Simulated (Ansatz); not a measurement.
# BH₃F (doublet): from Hartree-Fock to the top rungs at distance B1–H4 along a hydrogen transfer = 1.110 Å, cc-pVDZ

The task here is to estimate one member of a computed series from the others.

The runs use Ansatz 0.2.0, Gaussian basis; cc-pVDZ, core rule «outside noble gas», up to 2 orbitals frozen.

Plan: UHF; CCSD(T) on ROHF; CCSD(T) on UHF; BCCD(T) on ROHF; CISD; CCSDT(Q) on ROHF; CCSDT(Q) on UHF; CASSCF and MRCISD+Q, 3 electrons in 3 orbitals; CASSCF and NEVPT2, 3 electrons in 3 orbitals.

16 further runs of the same task are left out: 9 for a known fault of the program, 1 for a mislabelled method, 5 that didn't finish, 1 set aside as unsound or not needed.

## The geometry

The geometry derives from fragments relaxed apart (PBE0/def2-TZVP) and kept rigid, so it is no stationary point. A hydrogen atom is moved between rigid fragments.

5 atoms, charge 0, spin multiplicity 2.

Atoms are counted from 1 here; the program's logs count them from 0.

Bond lengths: B1–H2 1.193 Å, B1–H3 1.193 Å, B1–H4 1.110 Å. Angles: H2–B1–H3 120.0°, H2–B1–H4 120.0°, H3–B1–H4 120.0°.

The first run:

The input, in.yaml:

```yaml
crystal:
  periodic: [false, false, false]
  atoms:
    - {symbol: B, position_ang: [-1.552226, 0.000000, 0.000000]}
    - {symbol: H, position_ang: [-2.148959, 1.033571, 0.000000]}
    - {symbol: H, position_ang: [-2.148959, -1.033571, 0.000000]}
    - {symbol: H, position_ang: [-0.442226, 0.000000, 0.000000]}
    - {symbol: F, position_ang: [1.134774, 0.000000, 0.000000]}
basis:
  gaussian: {orbitals: cc-pVDZ}
magnetization: {spin_polarized: true, initial_magnetization: 1}
hamiltonian: {xc: hf}
output: {orbitals: {seedname: orbitals}}
```

The run is started by

```
$ ansatz run in.yaml --threads 1 --pin off --events-out ev --progress --plain --max-ram 2393MiB
```

Steps of the session up to this table: UHF; CCSD(T) on ROHF; CCSD(T) on UHF; BCCD(T) on ROHF; CISD; CCSDT(Q) on ROHF; CCSDT(Q) on UHF; CASSCF and MRCISD+Q, 3 electrons in 3 orbitals; CASSCF and NEVPT2, 3 electrons in 3 orbitals.

One table of the session follows, with a row left open; its other results are not shown here.

It belongs to the step «Misses and costs». 

```
       method  from UCCSDT(Q) (kJ/mol)
         ROHF                   +749.4
          UHF                   +737.1
         RMP2                   +105.8
         UMP2                   +105.1
         CISD                    +59.9
        RCCSD                        ?
        UCCSD                    +10.4
     RCCSD(T)                     +2.1
     UCCSD(T)                     +2.1
      BCCD(T)                     +2.2
       RCCSDT                     +0.7
       UCCSDT                     +0.6
    RCCSDT(Q)                     +0.1
    UCCSDT(Q)                        0
  CASSCF pair                   +714.9
  MRCISD pair                    +55.2
MRCISD+Q pair                     +5.3
```

Estimate the missing values for RCCSD.

As computed: from UCCSDT(Q) (kJ/mol): +10.6. In the column «from UCCSDT(Q) (kJ/mol)» it lies between UCCSD (+10.4) and MRCISD pair (+55.2).

Not comparable, so not listed: CASSCF and NEVPT2, 3 electrons in 3 orbitals (they don't share determinant, frozen orbitals or solution with the rows shown, or repeat one).

Limits of these values: Restricted and unrestricted rows rest on different reference determinants; where their highest levels disagree by more than a few hundredths of an eV, they describe different states and don't form one ladder. Warnings in the runs' records: passed over end.
